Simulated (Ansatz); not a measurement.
Molecule: molecular fluorine, F₂ (charge 0, singlet). 
Coordinates optimised at B3LYP-D3(BJ)/def2-TZVP (Ansatz, an electronic-structure program):
SMILES: FF
```xyz
2

F      0.0000     0.0000    -0.6982
F      0.0000     0.0000     0.6982
```
Charge 0, spin multiplicity 1.

Atomisation energy built up term by term with Ansatz (kcal/mol; UHF references for open shells; valence terms freeze the core; atomic spin-orbit terms are left out). CBS marks a two-point X^-3 extrapolation of the correlation energy; Hartree-Fock from the larger set (for Q and 5 zeta extrapolated as (X+1)exp(-9√X)).

The Hartree-Fock reference is unstable (checked in the largest basis), which strains HF and MP2. 

```tsv
term	basis	kcal/mol
Hartree-Fock	CBS(cc-pVQZ,cc-pV5Z)	…
CCSD correlation	CBS(cc-pVQZ,cc-pV5Z)	66.96
(T)	CBS(cc-pVQZ,cc-pV5Z)	…
CCSDT - CCSD(T)	cc-pVDZ	0.07
(Q)	cc-pVDZ	0.89
core correlation	cc-pwCVTZ	0.04
scalar relativity (X2C)	cc-pVTZ-DK against cc-pVTZ	-0.02
sum: De		…
```

### Question
What belongs in the gaps?

### Answer

- Hartree-Fock, kcal/mol: -36.03
- (T), kcal/mol: 7.41
- sum: De, kcal/mol: 39.3
